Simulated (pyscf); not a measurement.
`[F][Si]([F])([F])[F]` + `[OH2]` + `[OH2]` → `[OH][Si]([F])([F])[F]` + `[FH]` + `[OH2]`, a multi-bond step (singlet surface; F–Si, H–O, H–O broken, O–Si, F–H, H–O formed). PySCF, gas phase, ωB97X-D3(BJ)/def2-SVP geometries. Energies in kcal/mol from the separated reactants.

Small-basis levels: PySCF, no dispersion term, spherical d functions. AM1 to PM7: differences of heats of formation from MOPAC. GFN2-xTB: tblite. Cost: rough CPU time at the saddle relative to B3LYP/6-31G*, from one job on a shared machine.

```csv
level,barrier,reaction energy,cost
HF/6-31G*,11.2,+12.4,0.1
MP2/6-31G*,-6.8,+12.9,0.1
PBE/6-31G*,-17.2,+14.1,2
B3LYP/3-21G,-62.6,+9.3,0.7
PBE/def2-SVP,-24.1,+8.1,1
GFN2-xTB,-4.6,+7.1,under 0.02
PM7,30.2,+11.4,under 0.02
ωB97M-D3(BJ)/def2-TZVP,-0.1,+7.4,–
```

Against the last row the barrier runs from -62.4 (B3LYP/3-21G) to +30.4 kcal/mol (PM7). ωB97M-D3(BJ)/def2-TZVP has limits of its own. On the reactant side the descent ends in an adduct with a O–Si contact, 14.2 kcal/mol under the separated species and 14.0 kcal/mol under the saddle at ωB97X-D3(BJ)/def2-TZVP. On the product side the descent ends in an adduct with a F–Si contact, 11.5 kcal/mol under the separated species and 4.2 kcal/mol under the saddle at ωB97X-D3(BJ)/def2-TZVP. At ωB97M-D3(BJ) the saddle lies under the separated reactants, which points to a path from their complex (located at ωB97X-D3(BJ) alone). At ωB97M-D3(BJ) the saddle lies under the separated products, which points to a path from their complex (located at ωB97X-D3(BJ) alone), and parting the products costs more than the saddle. What is counted as formed (O–Si) is already present as a longer contact in the reactant adduct; forming that adduct is a step of its own. What is counted as broken (F–Si) persists as a longer contact in the product adduct; parting that adduct is a step of its own. This is the saddle that the search found; another between the same sides may lie lower.
